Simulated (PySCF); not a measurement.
**Gas-phase XPS of `C#CC(=O)NC`, computed**

C₄H₅NO.
Cartesian coordinates in Å at the GFN2-xTB level; atoms count from 1:
```xyz
11
C4H5NO angstrom
C      2.9427   -0.1053   -0.3025
C      1.8007   -0.0920    0.0638
C      0.4575   -0.0837    0.6082
O      0.2240   -0.1852    1.7930
N     -0.4910    0.0506   -0.3508
C     -1.8970    0.0933   -0.0393
H      3.9366   -0.1155   -0.6426
H     -0.2107    0.1307   -1.3154
H     -1.9932   -0.0074    1.0408
H     -2.4284   -0.7256   -0.5282
H     -2.3357    1.0427   -0.3530
```

Computed, not measured: delta-SCF UKS SCAN, pcX-2 on the ionised atom, pcseg-1 elsewhere, spin-free X2C (PySCF 2.14.0). These are vertical core ionisation energies against the vacuum level, from separate self-consistent calculations with and without the core hole.

Problem. What binding energy does each computed site have?

Solution. 
| atom(s) | environment | level | binding energy (eV) | above the level's lowest (eV) | count |
| --- | --- | --- | --- | --- | --- |
| C1 | terminal alkyne carbon | C 1s | 290.84 | 0.00 | 1 |
| C2 | alkyne carbon | C 1s | 291.08 | +0.24 | 1 |
| C3 | amide carbonyl carbon | C 1s | 294.31 | +3.47 | 1 |
| O4 | amide oxygen | O 1s | 536.98 | 0.00 | 1 |
| N5 | amide nitrogen | N 1s | 406.04 | 0.00 | 1 |
| C6 | N-methyl carbon | C 1s | 292.04 | +1.20 | 1 |

Lowest listed C 1s: C1, bonded to C (triple bond) and H. Highest, 3.47 eV above it: C3, bonded to O (double bond), N and C. The widest gap between neighbouring values is 2.27 eV, between 292.04 and 294.31 eV. Summing the Pauling electronegativity differences to the bonded atoms, each weighted by its formal bond order, gives -0.35 for the lowest site and +2.27 for the highest; no listed site has a larger sum than the highest. The smallest sum, -0.56, belongs to C6, 1.20 eV above the lowest.

Problem. Express the binding energy of N 1s of N5 in atomic units and per mole.

Solution. 406.04 eV = 14.9217 Eh = 39177 kJ/mol.

Problem. Which effective nuclear charge Zeff reproduces each element's mean 1s value in the hydrogen-like formula E = 13.606 eV × Zeff²?

Solution. C (Z = 6): mean 292.1 eV, Zeff = 4.63, Z − Zeff = 1.37; N (Z = 7): mean 406.0 eV, Zeff = 5.46, Z − Zeff = 1.54; O (Z = 8): mean 537.0 eV, Zeff = 6.28, Z − Zeff = 1.72. Means run over the listed sites, weighted by atom count.

Spin contamination (⟨S²⟩ against 0.75 for a pure doublet) is marked for C 1s of C2 (0.86), which makes this value less certain. Geometry: GFN2-xTB, one conformer, isolated molecule.

Time: 38 s. Hardware: one thread, Arm Neoverse V1, shared host.
